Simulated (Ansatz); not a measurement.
`NC1(O)C=C1` + H₂ → `NC1C=C1` + H₂O at 400 K and 1 bar (hydrogenolysis of a C–O bond).

Gas-phase electronic energies from Ansatz, PBE0-D4/def2-TZVP geometries. CCSD(T)/CBS is the MP2 limit (def2-TZVPP, def2-QZVPP) plus CCSD(T) − MP2 in def2-TZVPP, frozen cores. This one scheme is used for every species. One conformer a species, not always the lowest.

```csv
species,CCSD(T)/CBS energy (Eh),H − E (kJ/mol),S (J/(mol·K))
`NC1(O)C=C1`,-246.94160,232.3,326.8
H₂,-1.17544,38.0,139.0
`NC1C=C1`,-171.76334,215.9,301.3
H₂O,-76.37941,69.8,198.6
```

H − E and S are ideal-gas, rigid-rotor, harmonic terms from PBE0-D4/def2-TZVP, for one conformer and one mirror image of each species. The MP2-based limit puts H₂ 0.8 mEh under its directly extrapolated value; such offsets cancel only in part. 1 Eh = 2625.50 kJ/mol, R = 8.31446 J/(mol·K).

Question: By hand: ΔE, ΔH, ΔS and ΔG.

Answer: ΔE = (-171.76334) + (-76.37941) − (-246.94160) − (-1.17544) = -0.02571 Eh = -67.5 kJ/mol. Δ(H − E) = 215.9 + 69.8 − 232.3 − 38.0 = 15.4, so ΔH = -52.1 kJ/mol. ΔS = 301.3 + 198.6 − 326.8 − 139.0 = 34.1 J/(mol·K). ΔG = -52.1 − 400 × (34.1)/1000 = -65.7 kJ/mol.

Question: By hand: the equilibrium constant, and the temperature at which ΔG would vanish if ΔH and ΔS stayed fixed.

Answer: log₁₀ K = −ΔG/(RT ln 10) = 8.6. ΔH and −TΔS have one sign here, so there is no such temperature.

ΔH outweighs TΔS. A doubt of 5 kJ/mol in ΔE shifts log₁₀ K by 0.7 here. Other conformers and mirror images would add mixing entropy, several J/(mol·K) or more a flexible species. These are equilibria of isolated gas molecules and say nothing of rates. Largest T1 diagnostic: 0.011 (customary marks: 0.02 for closed shells, 0.045 for open ones).
